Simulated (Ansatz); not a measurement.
Mulliken charges of CCl2 (`Cl[C]Cl`) from ωB97M-V/def2-TZVPP in Ansatz (PBE0-D4/def2-TZVP geometry).

```json
{"atom": "Cl1", "x (Å)": "1.237", "y (Å)": "-0.329", "z (Å)": "0.644", "charge (e)": "0.059"}
{"atom": "C2", "x (Å)": "-0.232", "y (Å)": "-0.585", "z (Å)": "-0.190", "charge (e)": "-0.118"}
{"atom": "Cl3", "x (Å)": "-1.005", "y (Å)": "0.914", "z (Å)": "-0.454", "charge (e)": "0.059"}
```

Problem. By hand: the dipole of these point charges (1 e Å = 4.8032 D).

Solution. Σ q r = (0.041, 0.104, 0.034) e Å, of length 0.117 e Å = 0.56 D.

Problem. How does the dipole of the full density compare? (Estimate.)

Solution. The calculation gave: (0.090, 0.226, 0.073) e Å, 1.22 D; the point charges give 0.46 times that, at 0° from its direction.

Point charges leave out the atoms' own dipoles, such as those of lone pairs, and Mulliken's split depends on the basis, so the two needn't agree.
